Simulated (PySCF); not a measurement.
## Ionisation of methyl fluoride

Parent: methyl fluoride, `CF` (CH3F). Numbering: `[CH3:1][F:2]`

These are calculated values, ωB97X-D3(BJ)/ma-def2-TZVP in PySCF (grid level 2) at geometries from PBE0-D3(BJ)/def2-SVP. The prefix ma- adds one diffuse s and one diffuse p function on all atoms but H. Thermal corrections: PBE0-D3(BJ)/def2-SVP frequencies, unscaled, ideal gas at 298.15 K and 1 bar, quasi-RRHO entropy.

Frontier levels of the parent: HOMO -12.47 eV, LUMO 1.28 eV.

Oxidation to the radical cation:
- Vertical ionisation energy (electronic): 13.12 eV
- Adiabatic ionisation energy (with zero-point energy): 12.39 eV
- Adiabatic, electronic part: 12.55 eV
- Vertical gap at the product's structure: 11.25 eV
- Inner reorganisation energy (four-point): 1868 meV
- Relaxation of product / of parent: 572 / 1296 meV
- ⟨S²⟩ of the product: 0.753
- Largest spin populations: C1 0.37, F2 0.28, H (on C1) 0.18, H (on C1) 0.18
- Largest changes of atomic charge: F2 0.30, H (on C1) 0.21, H (on C1) 0.21, C1 0.17
- Distances that move most (Å): C1–F2 1.363 → 1.273; C1–H 1.103 → 1.178; C1–H 1.103 → 1.177
- Potential in acetonitrile: 9.07 V absolute, 4.53 V against Fc+/Fc computed at 4.54 V (solvation -10 → -326 kJ/mol)

Solvents are IEF-PCM continua (electrostatics only, gas-phase structures); absolute potentials refer to an electron at rest in vacuum. Fc+/Fc in acetonitrile, 4.54 V, is ωB97X-D3(BJ)/ma-def2-TZVP on PBE0-D3(BJ)/def2-SVP structures with GFN2-xTB thermal terms. Benchmark calculations put it near 5.0 V in acetonitrile and DMSO, so it is about 0.5 V low, and the value against it can read up to that much too high.

Against the Active Thermochemical Tables (version 1.112): ionisation energy to the radical cation 12.53 (computed 12.39, error -0.14) eV.

Measured values (NIST Chemistry WebBook, evaluated or the median of agreeing entries): vertical ionisation energy 13.04 eV (computed 13.12, difference 0.07); adiabatic ionisation energy 12.50 eV (computed 12.39, difference -0.11).

Hardware: 1 thread of Arm Neoverse V2, shared with other jobs. Command: `OMP_NUM_THREADS=1 python redox_run.py task.json out`. Structures, frequencies and single points: 29 s.

Differences come from unrounded values, so a last digit can differ from that of the printed terms.
